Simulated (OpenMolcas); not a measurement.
# One shape, several levels: HNO (nitroxyl)

Aim: a comparison of 6 runs (B2PLYP/STO-3G, B3LYP/STO-3G, PBE0/STO-3G, SVWN5/STO-3G, MP2/STO-3G, ACPF/STO-3G) of HNO (nitroxyl). 

Program for the calculation: OpenMolcas 26.06.

1 further run of the same task is left out (for a known fault of the program).

### 1 The structure to begin with

HNO: 3 atoms, total charge 0, spin state singlet. As SMILES, `N=O`. Geometry: relaxed at GFN2-xTB.

Bond lengths: N1–O2 1.201 Å, N1–H3 1.062 Å. Angles: O2–N1–H3 112.4°.

### 2 A single-point energy at B2PLYP/STO-3G (run 1)

calc.inp

```
* HNO Kohn-Sham DFT
&gateway
baslib=$CurrDir
basisset
N.STO-3G....
N1 -0.275940 0.297220 -0.114780 angstrom
End of Basis
basisset
O.STO-3G....
O2 0.768580 0.418030 0.466150 angstrom
End of Basis
basisset
H.STO-3G....
H3 -0.492640 -0.715240 -0.351380 angstrom
End of Basis
&seward
gridinput
Grid=UltraFine
End of Grid
&scf
ksdft=B2PLYP_SCF
thresholds=1e-10 1e-07 1e-07 1e-05
prorbitals=1 1
&mbpt2
frozen=2
```

The basis set STO-3G is read from a file made from the Basis Set Exchange's data (not shown).

Command:

```console
$ export MOLCAS_MEM=1860
$ pymolcas calc.inp > calc.log
```

The log of the run:

```text
--- Start Module: gateway ---
[...]
--- Stop Module: gateway /rc=_RC_ALL_IS_WELL_ ---
[...]
      Basis functions           11
[...]
--- Start Module: scf ---
[...]
       Convergence after  11 Iterations
[...]
::    Total KS-DFT energy                            -128.4800576386
[...]
      Total spin, S                                     0.0000000000
[...]
      Total electronic charge=   16.000000
      Total            charge=   -0.000000
[...]
      Dipole Moment (debye):
      Origin of the operator (angstrom)=    0.2559    0.3266    0.1772
                   X= -1.1345E-01               Y= -1.3785E+00               Z= -2.2361E-01           Total=  1.4011E+00
      Quadrupole Moment (debye*angstrom):
[...]
--- Stop Module: scf /rc=_RC_ALL_IS_WELL_ ---
[...]
--- Start Module: mbpt2 ---
[...]
 ###    WARNING: MP2 implementation intended for RHF references only         ###
 ###############################################################################
MBPT2 WARNING: Reference function according to RunFile:KS-DFT
I'll assume you know what you're doing and continue
WARNING!
Default frozen orbitals as non valence orbitals is overwritten by user input.
Default values:   2
[...]
       Reference weight ( Cref**2 )         =        0.90291
::    Total MBPT2 energy                             -128.6406663323
[...]
      Total MBPT2 calculations                           0.04      0.04
--- Stop Module: mbpt2 /rc=_RC_ALL_IS_WELL_ ---
[...]
```

It took 3.3 s on 1 thread of Arm Neoverse V1, shared host; peak memory 0.37 GiB.

### 3 A single-point energy at B3LYP/STO-3G (run 2)

calc.input

```
&GATEWAY
 BasLib=$CurrDir
 BasisSet
 N.STO-3G....
 N1 -0.275940 0.297220 -0.114780 angstrom
 End of Basis
 BasisSet
 O.STO-3G....
 O2 0.768580 0.418030 0.466150 angstrom
 End of Basis
 BasisSet
 H.STO-3G....
 H3 -0.492640 -0.715240 -0.351380 angstrom
 End of Basis

&SEWARD
 GridInput
 Grid=UltraFine
 End of Grid

&SCF
 KSDFT=B3LYP
 Thresholds=1e-10 1e-07 1e-07 1e-05
 PrOrbitals=1 1
```

The basis set STO-3G is read from a file made from the Basis Set Exchange's data (not shown).

Command:

```console
$ export MOLCAS_MEM=1860
$ pymolcas calc.input > calc.log
```

The log of the run:

```text
--- Start Module: gateway ---
[...]
--- Stop Module: gateway /rc=_RC_ALL_IS_WELL_ ---
--- Start Module: seward ---
[...]
      Basis functions           11
--- Stop Module: seward /rc=_RC_ALL_IS_WELL_ ---
--- Start Module: scf ---
[...]
       Convergence after  10 Iterations
[...]
::    Total KS-DFT energy                            -128.6845973869
[...]
      Total spin, S                                     0.0000000000
[...]
      Total electronic charge=   16.000000
      Total            charge=   -0.000000
[...]
      Dipole Moment (debye):
      Origin of the operator (angstrom)=    0.2559    0.3266    0.1772
                   X= -5.3863E-02               Y= -1.3129E+00               Z= -1.8357E-01           Total=  1.3267E+00
      Quadrupole Moment (debye*angstrom):
[...]
--- Stop Module: scf /rc=_RC_ALL_IS_WELL_ ---
[...]
```

Run time: 3.3 s. Hardware: 1 thread of Arm Neoverse V1, shared host; peak memory 0.37 GiB.

Runs 3 to 5 aren't shown in full; the table further down has their settings and results.

### 4 The energy at ACPF/STO-3G (run 6)

calc.input

```
* HNO ACPF

&GATEWAY
 BASLIB = $CurrDir
 BASISSET
 N.STO-3G....
 N1 -0.275940 0.297220 -0.114780 angstrom
 End of Basis
 BASISSET
 O.STO-3G....
 O2 0.768580 0.418030 0.466150 angstrom
 End of Basis
 BASISSET
 H.STO-3G....
 H3 -0.492640 -0.715240 -0.351380 angstrom
 End of Basis

&SEWARD

&SCF
 THRESHOLDS = 1e-10 1e-07 1e-07 1e-05
 PRORBITALS = 1 1

&MOTRA
 FROZEN = 2

&GUGA
 ELECTRONS = 12
 SPIN = 1
 INACTIVE = 6
 ACTIVE = 0
 CIALL = 1

&CPF
 ACPF
```

The basis set STO-3G is read from a file made from the Basis Set Exchange's data (not shown).

Command:

```console
$ export MOLCAS_MEM=1860
$ pymolcas calc.input > calc.log
```

The log of the run:

```text
--- Start Module: gateway ---
[...]
--- Stop Module: gateway /rc=_RC_ALL_IS_WELL_ ---
[...]
      Basis functions           11
[...]
       Convergence after  12 Iterations
[...]
::    Total SCF energy                               -128.0592338033
[...]
      Total spin, S                                     0.0000000000
[...]
      *** WARNING: Default frozen orbitals is overwritten by user input.
      *** Default values:   2
[...]
--- Start Module: guga ---
[...]
--- Stop Module: guga /rc=_RC_ALL_IS_WELL_ ---
--- Start Module: cpf ---
[...]
      Active orbitals                            0       0
[...]
      Spin quantum number                      0.0
[...]
     FINAL ACPF ENERGY        -128.20759283
     FINAL CORRELATION ENERGY   -0.14835903  REFERENCE ENERGY    -128.05923380
[...]
      Title:  ACPF natural orbitals
[...]
      Total electronic charge=   16.000000
      Total            charge=   -0.000000
[...]
      Dipole Moment (debye):
      Origin of the operator (angstrom)=    0.2559    0.3266    0.1772
                   X=  6.3287E-02               Y= -1.2035E+00               Z= -1.0714E-01           Total=  1.2099E+00
      Quadrupole Moment (debye*angstrom):
[...]
--- Stop Module: cpf /rc=_RC_ALL_IS_WELL_ ---
[...]
```

Run time: 1.8 s. Hardware: 1 thread of Arm Neoverse V1, shared host; peak memory 0.37 GiB.

### 5 Overview of the runs

| run | level | frozen core orbitals | integration grid | energy (Eh) | dipole moment (D) of the reference | HOMO energy (eV) | LUMO energy (eV) | wall time |
| --- | --- | --- | --- | --- | --- | --- | --- | --- |
| 1 | B2PLYP/STO-3G | 2 | UltraFine | -128.523422 | 1.40 | -5.72 | 2.65 | 3.3 s |
| 2 | B3LYP/STO-3G | – | UltraFine | -128.684597 | 1.33 | -3.52 | 0.22 | 3.3 s |
| 3 | PBE0/STO-3G | – | UltraFine | -128.572084 | 1.35 | -3.79 | 0.54 | 2.8 s |
| 4 | SVWN5/STO-3G | – | UltraFine | -127.692000 | 1.34 | -1.59 | -0.94 | 2.9 s |
| 5 | MP2/STO-3G | 2 | – | -128.178825 | 1.46 | -8.79 | 6.21 | 1.7 s |
| 6 | ACPF/STO-3G | 2 | – | -128.207593 | 1.46 | -8.79 | 6.21 | 1.8 s |

### 6 What came out

| quantity | value |
| --- | --- |
| run 6: total energy | -128.20759 Eh |
| run 6: dipole moment (mean-field density) | 1.46 D |
| run 6: HOMO energy (Hartree–Fock orbitals) | -8.79 eV |
| run 6: LUMO energy (Hartree–Fock orbitals) | 6.21 eV |
| run 6: HOMO–LUMO gap (Hartree–Fock orbitals) | 15.00 eV |
| run 6: correlation energy (2 core orbitals frozen) | -148.4 mEh |

In words: Over runs 1, 2, 3, 4 the dipole moment (its size) runs from 1.33 D (B3LYP/STO-3G) to 1.40 D (B2PLYP/STO-3G). A double hybrid's value is that of its SCF part. Over runs 1, 2, 3, 4 the HOMO–LUMO gap runs from 0.65 eV (SVWN5/STO-3G) to 8.37 eV (B2PLYP/STO-3G). For B2PLYP the log adds the whole second-order term; the table takes 0.27 of it, as the functional is defined. Totals of different functionals can't be ranked against each other. In runs 1, 2, 3, 4, 5, 6 the basis is minimal, so the values are rough. All runs together took 16 s, the longest 3.3 s.
